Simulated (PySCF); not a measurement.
Bonds broken one at a time in the series Ga Cl-OH. All species are isolated molecules in the gas phase. One relaxed conformer stands for each flexible species; it need not be the lowest. Strings in code marks are SMILES.

All values below come from B3LYP-D3(BJ)/def2-TZVP // PBE0-D4/def2-TZVP (PySCF 2.14.0). B3LYP has the VWN-RPA correlation part, as in Gaussian. 

```csv
species,dipole moment (D),highest occupied spin orbital (eV)
whole molecule (`[Cl][Ga]([Cl])[Cl]`),0.00,–
radical fragment (`[Cl][Ga][Cl]`),1.74,[?]
whole molecule (`[OH][Ga]([Cl])[Cl]` (H–O–Ga–Cl torsion 180°)),–,–
radical fragment (`[OH]`),1.77,-8.84
radical fragment (`[OH][Ga][Cl]` (H–O–Ga–Cl torsion 180°)),–,-6.52
```

Question: Fill in the missing entries.

Answer: 
- radical fragment (`[Cl][Ga][Cl]`), highest occupied spin orbital (eV): -6.84
